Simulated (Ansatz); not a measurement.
# C3H4O2S: up Jacob's ladder to CCSD(T)

Aim: compute C3H4O2S with functionals from several rungs and with coupled cluster, and see how far each lands from CCSD(T) at the basis-set limit for the atomisation energy.

Program: Ansatz 0.2.0, Gaussian basis. Level of theory: functionals in def2-TZVPP, the program's frozen cores in correlated methods. These are calculated values, not measurements.

Levels to be run: LDA (SPW92), PBE-D4, revPBE-D4, BLYP-D4, r2SCAN-D4, B97M-V, PBE0-D4, B3LYP-D4, r2SCANh-D4, r2SCAN0-D4, HSE06-D4, BHLYP-D4, CAM-B3LYP-D4, LC-ωPBE, ωB97X-V, ωB97M-V, B2PLYP, PBE-QIDH; CCSD(T)/def2-SVP; CCSD(T)/def2-TZVPP; MP2/def2-QZVPP; extrapolation to the limit; RPA on PBE.

### Step 1. The relaxed structure

An earlier PBE0-D4 in a triple-zeta def2 set relaxation fixed the geometry.

SMILES `OC1(O)C=CS1`, 10 atoms, charge 0, spin multiplicity 1.

Atoms are counted from 1 here; the program's logs count them from 0.

Bond lengths: O1–C2 1.376 Å, O1–H7 0.963 Å, C2–O3 1.352 Å, C2–C4 1.506 Å, C2–S6 1.970 Å, O3–H8 0.965 Å, C4–C5 1.330 Å, C4–H9 1.082 Å, C5–S6 1.760 Å, C5–H10 1.082 Å. Angles: C2–O1–H7 108.3°, O1–C2–O3 108.7°, O1–C2–C4 118.8°, O1–C2–S6 111.8°, O3–C2–C4 113.7°, O3–C2–S6 115.9°, C4–C2–S6 86.8°, C2–O3–H8 108.1°, C2–C4–C5 100.2°, C2–C4–H9 127.2°, C5–C4–H9 132.6°, C4–C5–S6 101.8°, C4–C5–H10 132.1°, S6–C5–H10 126.1°, C2–S6–C5 71.2°.

Geometry (Å):

```
atom     x (Å)     y (Å)     z (Å)
  O1   0.63591  -1.46206  -0.67048
  C2   0.04579  -0.55716   0.18206
  O3  -0.61755  -1.23667   1.14431
  C4  -0.74089   0.58502  -0.40370
  C5   0.02993   1.60811  -0.04676
  S6   1.33084   0.79553   0.81543
  H7   1.22543  -0.98102  -1.26135
  H8  -0.08659  -2.00400   1.38964
  H9  -1.67780   0.52684  -0.94247
 H10  -0.06196   2.67421  -0.20397
```

### Step 2. LDA

This LDA is Slater exchange with PW92 correlation.

in.yaml

```yaml
crystal:
  periodic: [false, false, false]
  atoms:
    - {symbol: O, position_ang: [0.635906, -1.462057, -0.670484]}
    - {symbol: C, position_ang: [0.045786, -0.557160, 0.182059]}
    - {symbol: O, position_ang: [-0.617551, -1.236670, 1.144308]}
    - {symbol: C, position_ang: [-0.740891, 0.585019, -0.403700]}
    - {symbol: C, position_ang: [0.029932, 1.608112, -0.046757]}
    - {symbol: S, position_ang: [1.330837, 0.795533, 0.815434]}
    - {symbol: H, position_ang: [1.225428, -0.981024, -1.261347]}
    - {symbol: H, position_ang: [-0.086588, -2.004003, 1.389636]}
    - {symbol: H, position_ang: [-1.677797, 0.526839, -0.942473]}
    - {symbol: H, position_ang: [-0.061963, 2.674213, -0.203974]}
basis:
  gaussian: {orbitals: def2-TZVPP}
hamiltonian: {xc: lda}
output: {orbitals: {seedname: orbitals}}
```

The runs that follow: PBE-D4 (GGA); revPBE-D4 (GGA); BLYP-D4 (GGA); r2SCAN-D4 (meta-GGA); B97M-V (meta-GGA); PBE0-D4 (hybrid); B3LYP-D4 (hybrid); r2SCANh-D4 (hybrid); r2SCAN0-D4 (hybrid); HSE06-D4 (hybrid); BHLYP-D4 (hybrid); CAM-B3LYP-D4 (range-separated); LC-ωPBE (range-separated); ωB97X-V (range-separated); ωB97M-V (range-separated); B2PLYP (double hybrid); PBE-QIDH (double hybrid); CCSD(T) in def2-SVP; CCSD(T) in def2-TZVPP; MP2 in def2-QZVPP; RPA on PBE orbitals.

Before running them: what should the planned runs give, taken together? Wanted: atomisation energy, CCSD(T)/CBS; farthest beyond LDA; mean size of error, GGA; mean size of error, meta-GGA; mean size of error, hybrid; mean size of error, range-separated; mean size of error, double hybrid; gap, smallest and largest; T1 diagnostic.

**Answer**, as computed:

| quantity | value |
| --- | --- |
| atomisation energy, CCSD(T)/CBS | 4099.3 kJ/mol |
| functionals within 20.5 kJ/mol (0.5 %) | BLYP-D4, B97M-V, B3LYP-D4, r2SCANh-D4, CAM-B3LYP-D4, LC-ωPBE, ωB97X-V, PBE-QIDH |
| farthest beyond LDA | BHLYP-D4 (-219.5 kJ/mol) |
| mean size of error, GGA | 86.7 kJ/mol |
| mean size of error, meta-GGA | 21.9 kJ/mol |
| mean size of error, hybrid | 71.8 kJ/mol |
| mean size of error, range-separated | 8.4 kJ/mol |
| mean size of error, double hybrid | 35.4 kJ/mol |
| gap, smallest and largest | 3.56 eV (LDA (SPW92)), 10.73 eV (LC-ωPBE) |
| T1 diagnostic | 0.0135 |
| triples share of the correlation energy | 4.5 % |

**Reading.** The LDA atomisation energy is off by 808.6 kJ/mol (20 %): it overbinds. PBE-D4 is off by +188.8 kJ/mol. Double hybrids carry the basis error of their MP2 part in triple zeta, and no dispersion term here, so their miss is partly the set-up's. Taken by rung, range-separated functionals do best (8.4 kJ/mol on average) and GGA ones worst beyond LDA (86.7 kJ/mol). Misses under about 20.5 kJ/mol are within the doubt on the reference itself, which lacks core-valence correlation, relativity and higher excitations. Hartree-Fock recovers 66 % of the binding; the rest is correlation. CCSD(T) in def2-SVP is off by -249.3 kJ/mol, which most functionals beat. Orbital gaps span 3.6 to 10.7 eV; exact exchange widens them. The restricted reference is unstable towards a spin-broken one.
